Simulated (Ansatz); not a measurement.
Ideal-gas functions of acetylene, C₂H₂ at 800 K and 1 bar, from an Ansatz frequency run at PBE0-D4/def2-TZVP.

Molar mass 26.04 g/mol, point group D∞h (symmetry number 2), electronic degeneracy 1, moments of inertia 14.182 u Å². Harmonic wavenumbers (cm⁻¹, unscaled): 636, 636, 772, 772, 2084, 3427, 3528.

Use S(trans) = R[1.5 ln M + 2.5 ln T − 1.1517]; rotational temperatures θ = 24.2544 K / I; S(rot) = R[ln(T/σθ) + 1]; for each mode x = 1.438777 ν̃/T, S = R[x/(eˣ − 1) − ln(1 − e⁻ˣ)] and H = RT x/(eˣ − 1); 1 cm⁻¹ = 0.0119627 kJ/mol; R = 8.31446 J/(mol·K).

Task: By hand: the entropy, in J/(mol·K).

Result: Translation 170.0. Rotation: θ = 1.7102 K, giving 53.7. Vibration, mode by mode: 7.64, 7.64, 6.22, 6.22, 0.95, 0.13, 0.11, in all 28.9. Electronic 0.0. Sum 252.6 J/(mol·K).

Task: By hand: H − E and G − E in kJ/mol, counted from the electronic energy.

Result: Zero-point energy ½ × 11855 × 0.0119627 = 70.9; thermal vibration 14.0; translation, rotation and pV give 3.5 RT = 23.3. H − E = 108.2 kJ/mol, and G − E = 108.2 − 800 × 252.6/1000 = -93.9 kJ/mol.

Vibration gives 11 % of the entropy.
